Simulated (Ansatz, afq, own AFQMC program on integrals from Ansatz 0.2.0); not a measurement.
## Al$_{2}$H, quartet: a scan with AFQMC

```yaml
atoms:
  - { symbol: Al, position_ang: [0.0000, 0.0000, 0.2591] }
  - { symbol: Al, position_ang: [0.0000, 0.0000, -2.1014] }
  - { symbol: H, position_ang: [0.0000, 0.0000, 1.8423] }
```

The Al1–Al2 distance is changed with both sides rigid. Energies in kJ/mol count from this geometry (2.360 Å) at the same level; the start stands on UHF, each point on the determinant named.

Basis 6-31G. Only valence electrons are correlated. AFQMC by an in-house program on the Cholesky factors that Ansatz 0.2.0 writes for its CCSD(T) run. ph-AFQMC/CISD is guided by a CISD state made of CCSD amplitudes; releasing the constraint for a short imaginary time cuts its bias at the price of noise, slowly where states lie close. ± is one standard error of the sampling.

Cautions, each for one point or more: cluster runs in doubt by the program's own checks; lower spins were not checked; the ph-AFQMC/CISD walk drifts between its halves; the search met a lower determinant of the same kind, perhaps of another symmetry, and this one is a saddle point.

```
r(Al1–Al2) / Å  det.     T1  weight  ⟨S²⟩    MP2    PBE  CCSD(T)
         1.869   UHF  0.021    0.93  3.76  258.7  243.6    267.1
         2.815   UHF  0.028    0.88  3.80   42.4   38.2     29.5
         5.191   UHF  0.016    0.92  3.75  161.2  216.9    160.0
         8.015  UHF†  0.015    0.92  3.75  162.2  223.2    161.3
```

**Question.** Estimate the curve of full CI, counted from the same start.

**Answer.** 
```
r(Al1–Al2) / Å  det.     T1  weight  ⟨S²⟩    FCI  ph-AFQMC/CISD  released AFQMC  CCSDT(Q)
         1.869   UHF  0.021    0.93  3.76  268.3    267.8 ± 0.2    268.1 ± 0.09     268.1
         2.815   UHF  0.028    0.88  3.80   27.7     29.6 ± 0.3               –      28.1
         5.191   UHF  0.016    0.92  3.75  160.9    161.6 ± 0.2    161.8 ± 0.09     160.9
         8.015  UHF†  0.015    0.92  3.75  163.6    162.6 ± 0.3     163.3 ± 0.1     163.3
```

Weight is that of the determinant in the CISD state; at the start T1 is 0.030 and the weight 0.90, and ⟨S²⟩ is 3.76. A dagger marks points whose determinant fills other symmetries than the start's, so the wave-function levels may follow another state there, or a degenerate partner. A dash marks a missing value, a released energy that hasn't settled or a functional that sits on another state. Largest departures from full CI: CCSD(T) -2.2 kJ/mol at 8.015 (on UHF), ph-AFQMC/CISD 2.0 kJ/mol at 2.815 (on UHF), released AFQMC 0.9 kJ/mol at 5.191 (on UHF), CCSDT(Q) 0.4 kJ/mol at 2.815 (on UHF), MP2 14.8 kJ/mol at 2.815 (on UHF), PBE 56.0 kJ/mol at 5.191. Functionals count only at points shown to share the start's state and spin. In this small basis the wave-function levels are far from their limit, so their gap to the functionals isn't the functionals' error.

CCSDT and higher add their correlation energy to the determinant of the CCSD(T) run, since their own runs factorise the integrals more tightly (a shift of under 2 meV). A walk keeps the symmetry of its determinant, which the program's search chose and which needn't be the lowest solution, so a lower state of the same spin and another symmetry isn't excluded. Released energies are given only where the last usable release times agree within the noise; a slower fall can still hide under it.
